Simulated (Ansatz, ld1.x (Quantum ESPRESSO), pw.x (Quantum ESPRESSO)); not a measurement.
# Sc (Z = 21): does the TM potential hold in the solid?

```
Element                 : scandium (Sc)
Generator               : ld1.x (Quantum ESPRESSO) 7.5
Type                    : norm-conserving Troullier–Martins (Kleinman–Bylander form)
Functional              : LDA (PW92)
Relativity              : scalar-relativistic
Frozen core             : [Ne] 3s2
Valence charge          : 9
Reference configuration : 3p6 3d1 4s2 4p0
Partial waves           : 3p (bound): rc 1.90 bohr; 3d (bound): rc 1.65 bohr; 4f channel at 0.25 Ry: rc 2.45 bohr; 4s (bound): rc 3.10 bohr
Local potential         : the s channel
Core correction         : none
```

Atomic tests: cutoffs needed: 60 Ry and 80 Ry (the cutoffs (Ry, on a coarse ladder) from which the occupation-weighted sum of valence levels, in a spherical-Bessel basis at the reference potential, stays within 10 and 1 mRy of its value at 400 Ry); ghost test: no extra level below or beside the all-electron valence levels (p, d, f, s tested) (spherical-Bessel basis up to 400 Ry, 20 bohr box); largest excitation error: -1193 meV (all-electron minus pseudo) for 3p6 3d1 4s0 4p2, out of 7 test configurations.

Crystal test: fcc Sc in pw.x 7.5, no spin, 13³ k-points, Fermi–Dirac smearing 0.01 Ry, cutoffs 100/400 Ry. The lattice is a test structure that the element need not adopt, and mesh and smearing are coarse.

pw.x input:

```
&control
  calculation='scf', prefix='x', pseudo_dir='./', outdir='./tmp', tstress=.true., disk_io='none'
/
&system
  ibrav=0, nat=1, ntyp=1, ecutwfc=100, ecutrho=400, nbnd=12,
  occupations='smearing', smearing='fd', degauss=0.01
/
&electrons
  conv_thr=1e-09, mixing_beta=0.4, electron_maxstep=70
/
ATOMIC_SPECIES
Sc 1.0 Sc.UPF
CELL_PARAMETERS angstrom
  0.00000000 2.24252665 2.24252665
  2.24252665 0.00000000 2.24252665
  2.24252665 2.24252665 0.00000000
ATOMIC_POSITIONS crystal
Sc 0.0000 0.0000 0.0000
K_POINTS automatic
13 13 13 0 0 0
```

```bash
pw.x < Sc.scf.in > Sc.scf.out
```

**Question.** How does the run end?

**Answer.** It converges; the pressure is 10.52 GPa against 0.00 GPa from all-electron LAPW. This is a poor potential for the solid. The log shows:

```
     using ibrav=0 with symmetry is DISCOURAGED, use correct ibrav instead
     lattice parameter (alat)  =       5.9931  a.u.
     unit-cell volume          =     152.2087 (a.u.)^3
     number of electrons       =         9.00
     number of Kohn-Sham states=           12
     kinetic-energy cutoff     =     100.0000  Ry
     charge density cutoff     =     400.0000  Ry
     scf convergence threshold =      1.0E-09
     Exchange-correlation= PW
     number of k points=    84  Fermi-Dirac smearing, width (Ry)=  0.0100
     iteration #  1     ecut=   100.00 Ry     beta= 0.40
     total energy              =     -58.42194138 Ry
     estimated scf accuracy    <       0.00179592 Ry
     iteration #  2     ecut=   100.00 Ry     beta= 0.40
     total energy              =     -58.42210563 Ry
     estimated scf accuracy    <       0.00029221 Ry
     iteration #  3     ecut=   100.00 Ry     beta= 0.40
     total energy              =     -58.42213372 Ry
     estimated scf accuracy    <       0.00005067 Ry
     iteration #  4     ecut=   100.00 Ry     beta= 0.40
     total energy              =     -58.42213482 Ry
     estimated scf accuracy    <       0.00000022 Ry
     iteration #  5     ecut=   100.00 Ry     beta= 0.40
     total energy              =     -58.42213486 Ry
     estimated scf accuracy    <       0.00000003 Ry
     iteration #  6     ecut=   100.00 Ry     beta= 0.40
     the Fermi energy is     9.8575 ev
!    total energy              =     -58.42213486 Ry
     estimated scf accuracy    <          1.8E-10 Ry
     smearing contrib. (-TS)   =      -0.00638000 Ry
     The total energy is F=E-TS. E is the sum of the following terms:
     one-electron contribution =     -17.13328953 Ry
     hartree contribution      =      11.33686413 Ry
     xc contribution           =      -8.80210960 Ry
     ewald contribution        =     -43.81721985 Ry
     convergence has been achieved in   6 iterations
          total   stress  (Ry/bohr**3)                   (kbar)     P=      105.23
     Message from routine punch:
     Nothing written, as per user request (disk_io='none')
```
